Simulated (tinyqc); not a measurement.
Inside a calculation (part 1 of 2). Method: UHF in the sto-3g basis, for OH+, spin multiplicity 3. Computed by tinyqc, a small Python program that keeps every step (integrals from PySCF). Settings: charge = 1, multiplicity = 3, basis = sto-3g, energy threshold = 1e-08, iteration cap = 73, orthogonalisation = symmetric, start = core, DIIS depth = 6, DIIS from iteration = 2, damping = 0.7, method = UHF. Command: `OMP_NUM_THREADS=1 python tinyqc.py 29820 29821 out.jsonl` (the two numbers bound the seeds that draw the settings). One thread of a shared host (Intel(R) Xeon(R) Processor @ 2.60GHz), about 0.1 s of CPU time with the checks. Later iterations appear only in the table of the cycle.

## One-electron integrals

Geometry (angstrom):

| atom | x | y | z |
|---|---|---|---|
| O | 0.0000 | 0.0000 | 0.0000 |
| H | 0.0000 | 0.0000 | 1.5460 |

Basis sto-3g: exponents (1/bohr^2) and contraction coefficients of normalised primitives:

| element | l (shell) | exponent | coefficient |
|---|---|---|---|
| O | s (1) | 130.7093 | 0.1543 |
| O | s (1) | 23.8089 | 0.5353 |
| O | s (1) | 6.4436 | 0.4446 |
| O | s (2) | 5.0332 | -0.1000 |
| O | s (2) | 1.1696 | 0.3995 |
| O | s (2) | 0.3804 | 0.7001 |
| O | p (3) | 5.0332 | 0.1559 |
| O | p (3) | 1.1696 | 0.6077 |
| O | p (3) | 0.3804 | 0.3920 |
| H | s (1) | 3.4253 | 0.1543 |
| H | s (1) | 0.6239 | 0.5353 |
| H | s (1) | 0.1689 | 0.4446 |

Overlap, kinetic and nuclear-attraction integrals over the contracted functions; the nuclear repulsion is the sum of Za Zb / Rab.

nuclear repulsion = 2.738304 hartree

overlap S, lower triangle:
```
         1O 1s   1O 2s  1O 2px  1O 2py  1O 2pz   2H 1s
1O 1s   1.0000
1O 2s   0.2367  1.0000
1O 2px  0.0000  0.0000  1.0000
1O 2py  0.0000  0.0000  0.0000  1.0000
1O 2pz  0.0000  0.0000  0.0000  0.0000  1.0000
2H 1s   0.0139  0.1830  0.0000  0.0000  0.1837  1.0000
```

kinetic energy T (hartree), lower triangle:
```
          1O 1s    1O 2s  1O 2px  1O 2py  1O 2pz   2H 1s
1O 1s   29.0032
1O 2s   -0.1680   0.8081
1O 2px   0.0000   0.0000  2.5287
1O 2py   0.0000   0.0000  0.0000  2.5287
1O 2pz   0.0000   0.0000  0.0000  0.0000  2.5287
2H 1s   -0.0040  -0.0099  0.0000  0.0000  0.0276  0.7600
```

nuclear attraction V (hartree), lower triangle:
```
           1O 1s    1O 2s   1O 2px   1O 2py   1O 2pz    2H 1s
1O 1s   -60.9607
1O 2s    -7.2641  -9.3942
1O 2px    0.0000   0.0000  -9.3098
1O 2py    0.0000   0.0000   0.0000  -9.3098
1O 2pz   -0.0060  -0.0750   0.0000   0.0000  -9.3453
2H 1s    -0.4365  -1.1765   0.0000   0.0000  -1.0097  -3.9558
```

core Hamiltonian H = T + V (hartree), lower triangle:
```
           1O 1s    1O 2s   1O 2px   1O 2py   1O 2pz    2H 1s
1O 1s   -31.9575
1O 2s    -7.4321  -8.5860
1O 2px    0.0000   0.0000  -6.7811
1O 2py    0.0000   0.0000   0.0000  -6.7811
1O 2pz   -0.0060  -0.0750   0.0000   0.0000  -6.8166
2H 1s    -0.4405  -1.1863   0.0000   0.0000  -0.9821  -3.1958
```

## Two-electron integrals

Functions are numbered as in S; the eight-fold symmetry (ij|kl) = (ji|kl) = (kl|ij) leaves the list below.

Two-electron integrals (ij|kl) in chemists' order, unique and non-zero (hartree):
```
(11|11) 4.7851     (21|11) 0.7414     (21|21) 0.1369     (22|11) 1.1189
(22|21) 0.2566     (22|22) 0.8172     (31|31) 0.0245     (32|31) 0.0378
(32|32) 0.1805     (33|11) 1.1158     (33|21) 0.2567     (33|22) 0.8170
(33|33) 0.8802     (41|41) 0.0245     (42|41) 0.0378     (42|42) 0.1805
(43|43) 0.0474     (44|11) 1.1158     (44|21) 0.2567     (44|22) 0.8170
(44|33) 0.7853     (44|44) 0.8802     (51|51) 0.0245     (52|51) 0.0378
(52|52) 0.1805     (53|53) 0.0474     (54|54) 0.0474     (55|11) 1.1158
(55|21) 0.2567     (55|22) 0.8170     (55|33) 0.7853     (55|44) 0.7853
(55|55) 0.8802     (61|11) 0.0440     (61|21) 0.0081     (61|22) 0.0151
(61|33) 0.0150     (61|44) 0.0150     (61|51) 3.37e-04   (61|52) 0.0006
(61|55) 0.0151     (61|61) 4.81e-04   (62|11) 0.1332     (62|21) 0.0310
(62|22) 0.1131     (62|33) 0.1111     (62|44) 0.1111     (62|51) 0.0023
(62|52) 0.0192     (62|55) 0.1169     (62|61) 0.0019     (62|62) 0.0215
(63|31) 0.0029     (63|32) 0.0181     (63|53) 0.0038     (63|63) 0.0027
(64|41) 0.0029     (64|42) 0.0181     (64|54) 0.0038     (64|64) 0.0027
(65|11) 0.1088     (65|21) 0.0256     (65|22) 0.1000     (65|33) 0.0959
(65|44) 0.0959     (65|51) 0.0044     (65|52) 0.0333     (65|55) 0.1081
(65|61) 0.0016     (65|62) 0.0232     (65|65) 0.0275     (66|11) 0.3411
(66|21) 0.0807     (66|22) 0.3387     (66|33) 0.3287     (66|44) 0.3287
(66|51) 0.0058     (66|52) 0.0703     (66|55) 0.3585     (66|61) 0.0049
(66|62) 0.0912     (66|65) 0.1135     (66|66) 0.7746
```

## Orthogonalisation

S = U s U^T; symmetric (Loewdin) form X = U s^(-1/2) U^T, so that X^T S X = 1.

eigenvalues of S: 0.6823  0.8589  1.0000  1.0000  1.1273  1.3315

X, lower triangle:
```
          1O 1s    1O 2s  1O 2px  1O 2py   1O 2pz   2H 1s
1O 1s    1.0222
1O 2s   -0.1244   1.0359
1O 2px   0.0000   0.0000  1.0000
1O 2py   0.0000   0.0000  0.0000  1.0000
1O 2pz  -0.0017   0.0136  0.0000  0.0000   1.0133
2H 1s    0.0103  -0.0978  0.0000  0.0000  -0.0960  1.0268
```

## Starting guess

The start is the orbitals of the core Hamiltonian; D(s) = C_occ C_occ^T for each spin.

D(alpha) at the start, lower triangle:
```
          1O 1s    1O 2s  1O 2px  1O 2py   1O 2pz   2H 1s
1O 1s    1.0601
1O 2s   -0.2547   1.0796
1O 2px   0.0000   0.0000  1.0000
1O 2py   0.0000   0.0000  0.0000  1.0000
1O 2pz  -0.0042   0.0222  0.0000  0.0000   1.0236
2H 1s    0.0154  -0.0636  0.0000  0.0000  -0.0814  0.0100
```

D(beta) at the start, lower triangle:
```
          1O 1s    1O 2s  1O 2px  1O 2py   1O 2pz   2H 1s
1O 1s    1.0601
1O 2s   -0.2547   1.0796
1O 2px   0.0000   0.0000  0.0000
1O 2py   0.0000   0.0000  0.0000  0.0000
1O 2pz  -0.0042   0.0222  0.0000  0.0000   1.0236
2H 1s    0.0154  -0.0636  0.0000  0.0000  -0.0814  0.0100
```

## Iteration 1: building the Fock matrix

J_ij = sum D_kl (ij|kl) with D = D(alpha) + D(beta), K_ij = sum D_kl (ik|jl) for each spin; F = H + J - K(s); E = tr D H + tr D J / 2 - 0.5 sum_s tr D(s) K(s) + E_nn.

Coulomb J (hartree), lower triangle:
```
          1O 1s   1O 2s  1O 2px  1O 2py  1O 2pz   2H 1s
1O 1s   16.2621
1O 2s    3.0113  7.1285
1O 2px   0.0000  0.0000  7.0894
1O 2py   0.0000  0.0000  0.0000  7.0894
1O 2pz   0.0011  0.0011  0.0000  0.0000  7.1840
2H 1s    0.1778  0.9470  0.0000  0.0000  0.8237  2.7254
```

exchange K(alpha) (hartree), lower triangle:
```
         1O 1s   1O 2s  1O 2px  1O 2py  1O 2pz   2H 1s
1O 1s   4.9170
1O 2s   0.8564  1.4261
1O 2px  0.0000  0.0000  1.1749
1O 2py  0.0000  0.0000  0.0000  1.1749
1O 2pz  0.0002  0.0018  0.0000  0.0000  1.1760
2H 1s   0.0542  0.1634  0.0000  0.0000  0.1057  0.0353
```

exchange K(beta) (hartree), lower triangle:
```
         1O 1s   1O 2s  1O 2px  1O 2py  1O 2pz   2H 1s
1O 1s   4.8680
1O 2s   0.7808  1.0651
1O 2px  0.0000  0.0000  0.2473
1O 2py  0.0000  0.0000  0.0000  0.2473
1O 2pz  0.0002  0.0018  0.0000  0.0000  1.0811
2H 1s   0.0484  0.1271  0.0000  0.0000  0.0981  0.0299
```

F(alpha) (hartree), lower triangle:
```
           1O 1s    1O 2s   1O 2px   1O 2py   1O 2pz    2H 1s
1O 1s   -20.6124
1O 2s    -5.2773  -2.8836
1O 2px    0.0000   0.0000  -0.8666
1O 2py    0.0000   0.0000   0.0000  -0.8666
1O 2pz   -0.0051  -0.0757   0.0000   0.0000  -0.8086
2H 1s    -0.3169  -0.4027   0.0000   0.0000  -0.2641  -0.5057
```

F(beta) (hartree), lower triangle:
```
           1O 1s    1O 2s  1O 2px  1O 2py   1O 2pz    2H 1s
1O 1s   -20.5635
1O 2s    -5.2017  -2.5226
1O 2px    0.0000   0.0000  0.0610
1O 2py    0.0000   0.0000  0.0000  0.0610
1O 2pz   -0.0051  -0.0757  0.0000  0.0000  -0.7137
2H 1s    -0.3111  -0.3665  0.0000  0.0000  -0.2566  -0.5002
```

total energy of this density = -73.766138 hartree

This density is the starting one.

## Iteration 1: diagonalisation and new density

Diagonalise F' = X^T F X, C = X C', fill 5 alpha and 3 beta electrons from the bottom; D(s) = C_occ C_occ^T; the new density keeps 0.7 of the old one (damping). Each column has its largest component positive (the first on a tie).

F' = X^T F X (alpha) (hartree), lower triangle:
```
          1        2        3        4        5        6
1  -20.2438
2   -2.6525  -1.9854
3    0.0000   0.0000  -0.8666
4    0.0000   0.0000   0.0000  -0.8666
5   -0.0044  -0.0583   0.0000   0.0000  -0.7851
6   -0.0038  -0.1402   0.0000   0.0000  -0.1471  -0.4349
```

orbital energies (alpha) (hartree): MO1 -20.6214, MO2 -1.6305, MO3 -0.8666, MO4 -0.8666, MO5 -0.8261, MO6 -0.3713

coefficients C (alpha):
```
            MO1      MO2      MO3     MO4      MO5      MO6
1O 1s    0.9944  -0.2631   0.0000  0.0000   0.0337   0.0335
1O 2s    0.0227   1.0197   0.0000  0.0000  -0.1466  -0.1909
1O 2px   0.0000   0.0000  -0.0062  1.0000   0.0000   0.0000
1O 2py   0.0000   0.0000   1.0000  0.0062   0.0000   0.0000
1O 2pz   0.0008   0.0912   0.0000  0.0000   0.9234  -0.4185
2H 1s   -0.0024   0.0229   0.0000  0.0000   0.2408   1.0073
```

F' = X^T F X (beta) (hartree), lower triangle:
```
          1        2       3       4        5        6
1  -20.2063
2   -2.6238  -1.6239
3    0.0000   0.0000  0.0610
4    0.0000   0.0000  0.0000  0.0610
5   -0.0042  -0.0564  0.0000  0.0000  -0.6891
6   -0.0051  -0.1374  0.0000  0.0000  -0.1486  -0.4336
```

orbital energies (beta) (hartree): MO1 -20.5697, MO2 -1.2926, MO3 -0.7366, MO4 -0.3540, MO5 0.0610, MO6 0.0610

coefficients C (beta):
```
            MO1      MO2      MO3      MO4      MO5     MO6
1O 1s    0.9954  -0.2557   0.0513   0.0390   0.0000  0.0000
1O 2s    0.0187   1.0018  -0.2212  -0.2127   0.0000  0.0000
1O 2px   0.0000   0.0000   0.0000   0.0000  -0.0116  0.9999
1O 2py   0.0000   0.0000   0.0000   0.0000   0.9999  0.0116
1O 2pz   0.0007   0.1311   0.8871  -0.4817   0.0000  0.0000
2H 1s   -0.0020   0.0729   0.3034   0.9878   0.0000  0.0000
```

D(alpha) after iteration 1, lower triangle:
```
          1O 1s    1O 2s  1O 2px  1O 2py  1O 2pz   2H 1s
1O 1s    1.0598
1O 2s   -0.2535   1.0743
1O 2px   0.0000   0.0000  1.0000
1O 2py   0.0000   0.0000  0.0000  1.0000
1O 2pz  -0.0006   0.0028  0.0000  0.0000  0.9748
2H 1s    0.0107  -0.0481  0.0000  0.0000  0.0104  0.0246
```

D(beta) after iteration 1, lower triangle:
```
          1O 1s    1O 2s  1O 2px  1O 2py  1O 2pz   2H 1s
1O 1s    1.0597
1O 2s   -0.2530   1.0716
1O 2px   0.0000   0.0000  0.0000
1O 2py   0.0000   0.0000  0.0000  0.0000
1O 2pz   0.0009  -0.0039  0.0000  0.0000  0.9578
2H 1s    0.0092  -0.0428  0.0000  0.0000  0.0266  0.0362
```

Within a degenerate level the vectors are fixed only up to a rotation; this is one choice.

## Iteration 2: building the Fock matrix

As before.

Coulomb J (hartree), lower triangle:
```
          1O 1s   1O 2s  1O 2px  1O 2py  1O 2pz   2H 1s
1O 1s   16.1869
1O 2s    2.9944  7.0865
1O 2px   0.0000  0.0000  7.0488
1O 2py   0.0000  0.0000  0.0000  7.0488
1O 2pz   0.0002  0.0029  0.0000  0.0000  7.1390
2H 1s    0.1768  0.9450  0.0000  0.0000  0.8244  2.7572
```

exchange K(alpha) (hartree), lower triangle:
```
         1O 1s    1O 2s  1O 2px  1O 2py  1O 2pz   2H 1s
1O 1s   4.9155
1O 2s   0.8549   1.4206
1O 2px  0.0000   0.0000  1.1730
1O 2py  0.0000   0.0000  0.0000  1.1730
1O 2pz  0.0003  -0.0006  0.0000  0.0000  1.1534
2H 1s   0.0542   0.1741  0.0000  0.0000  0.1359  0.0679
```

exchange K(beta) (hartree), lower triangle:
```
         1O 1s    1O 2s  1O 2px  1O 2py  1O 2pz   2H 1s
1O 1s   4.8661
1O 2s   0.7787   1.0566
1O 2px  0.0000   0.0000  0.2445
1O 2py  0.0000   0.0000  0.0000  0.2445
1O 2pz  0.0003  -0.0037  0.0000  0.0000  1.0472
2H 1s   0.0484   0.1406  0.0000  0.0000  0.1336  0.0752
```

F(alpha) (hartree), lower triangle:
```
           1O 1s    1O 2s   1O 2px   1O 2py   1O 2pz    2H 1s
1O 1s   -20.6862
1O 2s    -5.2926  -2.9201
1O 2px    0.0000   0.0000  -0.9053
1O 2py    0.0000   0.0000   0.0000  -0.9053
1O 2pz   -0.0061  -0.0715   0.0000   0.0000  -0.8310
2H 1s    -0.3179  -0.4154   0.0000   0.0000  -0.2937  -0.5064
```

F(beta) (hartree), lower triangle:
```
           1O 1s    1O 2s  1O 2px  1O 2py   1O 2pz    2H 1s
1O 1s   -20.6367
1O 2s    -5.2164  -2.5561
1O 2px    0.0000   0.0000  0.0232
1O 2py    0.0000   0.0000  0.0000  0.0232
1O 2pz   -0.0060  -0.0684  0.0000  0.0000  -0.7248
2H 1s    -0.3121  -0.3819  0.0000  0.0000  -0.2913  -0.5138
```

total energy of this density = -73.807536 hartree

This density is a damped mixture and is not idempotent.

## Iteration 2: diagonalisation and new density

As before.

F' = X^T F X (alpha) (hartree), lower triangle:
```
          1        2        3        4        5        6
1  -20.3176
2   -2.6550  -2.0190
3    0.0000   0.0000  -0.9053
4    0.0000   0.0000   0.0000  -0.9053
5   -0.0063  -0.0503   0.0000   0.0000  -0.8021
6   -0.0027  -0.1513   0.0000   0.0000  -0.1766  -0.4278
```

orbital energies (alpha) (hartree): MO1 -20.6951, MO2 -1.6655, MO3 -0.9053, MO4 -0.9053, MO5 -0.8598, MO6 -0.3462

coefficients C (alpha):
```
            MO1      MO2      MO3     MO4      MO5      MO6
1O 1s    0.9945  -0.2628   0.0000  0.0000   0.0338   0.0345
1O 2s    0.0225   1.0188   0.0000  0.0000  -0.1488  -0.1942
1O 2px   0.0000   0.0000  -0.0692  0.9976   0.0000   0.0000
1O 2py   0.0000   0.0000   0.9976  0.0692   0.0000   0.0000
1O 2pz   0.0008   0.0849   0.0000  0.0000   0.9110  -0.4461
2H 1s   -0.0024   0.0295   0.0000  0.0000   0.2704   0.9996
```

F' = X^T F X (beta) (hartree), lower triangle:
```
          1        2       3       4        5        6
1  -20.2796
2   -2.6262  -1.6539
3    0.0000   0.0000  0.0232
4    0.0000   0.0000  0.0000  0.0232
5   -0.0066  -0.0444  0.0000  0.0000  -0.6936
6   -0.0037  -0.1509  0.0000  0.0000  -0.1838  -0.4383
```

orbital energies (beta) (hartree): MO1 -20.6429, MO2 -1.3250, MO3 -0.7688, MO4 -0.3287, MO5 0.0232, MO6 0.0232

coefficients C (beta):
```
            MO1      MO2      MO3      MO4     MO5      MO6
1O 1s    0.9955  -0.2551   0.0518   0.0404  0.0000   0.0000
1O 2s    0.0186   0.9997  -0.2268  -0.2170  0.0000   0.0000
1O 2px   0.0000   0.0000   0.0000   0.0000  0.0308   0.9995
1O 2py   0.0000   0.0000   0.0000   0.0000  0.9995  -0.0308
1O 2pz   0.0007   0.1183   0.8619  -0.5285  0.0000   0.0000
2H 1s   -0.0020   0.0865   0.3540   0.9697  0.0000   0.0000
```

D(alpha) after iteration 2, lower triangle:
```
          1O 1s    1O 2s  1O 2px  1O 2py  1O 2pz   2H 1s
1O 1s    1.0597
1O 2s   -0.2526   1.0702
1O 2px   0.0000   0.0000  1.0000
1O 2py   0.0000   0.0000  0.0000  1.0000
1O 2pz   0.0024  -0.0127  0.0000  0.0000  0.9335
2H 1s    0.0072  -0.0368  0.0000  0.0000  0.0819  0.0394
```

D(beta) after iteration 2, lower triangle:
```
          1O 1s    1O 2s  1O 2px  1O 2py  1O 2pz   2H 1s
1O 1s    1.0594
1O 2s   -0.2516   1.0655
1O 2px   0.0000   0.0000  0.0000
1O 2py   0.0000   0.0000  0.0000  0.0000
1O 2pz   0.0052  -0.0259  0.0000  0.0000  0.8975
2H 1s    0.0048  -0.0281  0.0000  0.0000  0.1133  0.0652
```

Within a degenerate level the vectors are fixed only up to a rotation; this is one choice.

## Iteration 3: building the Fock matrix

As before.

Coulomb J (hartree), lower triangle:
```
          1O 1s   1O 2s  1O 2px  1O 2py  1O 2pz   2H 1s
1O 1s   16.1188
1O 2s    2.9791  7.0478
1O 2px   0.0000  0.0000  7.0116
1O 2py   0.0000  0.0000  0.0000  7.0116
1O 2pz  -0.0005  0.0045  0.0000  0.0000  7.0976
2H 1s    0.1759  0.9431  0.0000  0.0000  0.8249  2.7869
```

exchange K(alpha) (hartree), lower triangle:
```
         1O 1s    1O 2s  1O 2px  1O 2py  1O 2pz   2H 1s
1O 1s   4.9144
1O 2s   0.8536   1.4156
1O 2px  0.0000   0.0000  1.1713
1O 2py  0.0000   0.0000  0.0000  1.1713
1O 2pz  0.0004  -0.0030  0.0000  0.0000  1.1330
2H 1s   0.0543   0.1824  0.0000  0.0000  0.1594  0.0957
```

exchange K(beta) (hartree), lower triangle:
```
         1O 1s    1O 2s  1O 2px  1O 2py  1O 2pz   2H 1s
1O 1s   4.8643
1O 2s   0.7767   1.0483
1O 2px  0.0000   0.0000  0.2419
1O 2py  0.0000   0.0000  0.0000  0.2419
1O 2pz  0.0004  -0.0090  0.0000  0.0000  1.0136
2H 1s   0.0485   0.1512  0.0000  0.0000  0.1618  0.1172
```

F(alpha) (hartree), lower triangle:
```
           1O 1s    1O 2s   1O 2px   1O 2py   1O 2pz    2H 1s
1O 1s   -20.7532
1O 2s    -5.3066  -2.9538
1O 2px    0.0000   0.0000  -0.9409
1O 2py    0.0000   0.0000   0.0000  -0.9409
1O 2pz   -0.0069  -0.0675   0.0000   0.0000  -0.8520
2H 1s    -0.3189  -0.4256   0.0000   0.0000  -0.3167  -0.5046
```

F(beta) (hartree), lower triangle:
```
           1O 1s    1O 2s   1O 2px   1O 2py   1O 2pz    2H 1s
1O 1s   -20.7031
1O 2s    -5.2297  -2.5865
1O 2px    0.0000   0.0000  -0.0114
1O 2py    0.0000   0.0000   0.0000  -0.0114
1O 2pz   -0.0068  -0.0615   0.0000   0.0000  -0.7326
2H 1s    -0.3131  -0.3944   0.0000   0.0000  -0.3191  -0.5261
```

total energy of this density = -73.845420 hartree

This density is a damped mixture and is not idempotent.

## Iteration 3: DIIS over 2 matrices

error matrix X^T (FDS - SDF) X (alpha):
```
         1        2       3       4        5        6
1   0.0000   0.0007  0.0000  0.0000   0.0001  -0.0228
2  -0.0007   0.0000  0.0000  0.0000   0.0018   0.0562
3   0.0000   0.0000  0.0000  0.0000   0.0000   0.0000
4   0.0000   0.0000  0.0000  0.0000   0.0000   0.0000
5  -0.0001  -0.0018  0.0000  0.0000   0.0000   0.1021
6   0.0228  -0.0562  0.0000  0.0000  -0.1021   0.0000
```

B (overlaps of the stored error matrices):
```
               1              2
1  9.2166580e-02  7.7323667e-02
2  7.7323667e-02  6.5020749e-02
```

Minimise |sum c_i e_i|^2 with sum c_i = 1: solve [B -1; -1 0][c; lambda] = [0; -1] with B_ij = tr e_i^T e_j summed over both spins, and take F = sum c_i F_i.

DIIS coefficients: -4.8437  5.8437

extrapolated F(alpha) (hartree), lower triangle:
```
           1O 1s    1O 2s   1O 2px   1O 2py   1O 2pz    2H 1s
1O 1s   -21.0773
1O 2s    -5.3742  -3.1169
1O 2px    0.0000   0.0000  -1.1131
1O 2py    0.0000   0.0000   0.0000  -1.1131
1O 2pz   -0.0109  -0.0486   0.0000   0.0000  -0.9535
2H 1s    -0.3235  -0.4751   0.0000   0.0000  -0.4281  -0.4959
```

extrapolated F(beta) (hartree), lower triangle:
```
           1O 1s    1O 2s   1O 2px   1O 2py   1O 2pz    2H 1s
1O 1s   -21.0246
1O 2s    -5.2942  -2.7337
1O 2px    0.0000   0.0000  -0.1790
1O 2py    0.0000   0.0000   0.0000  -0.1790
1O 2pz   -0.0106  -0.0280   0.0000   0.0000  -0.7704
2H 1s    -0.3177  -0.4547   0.0000   0.0000  -0.4534  -0.5858
```
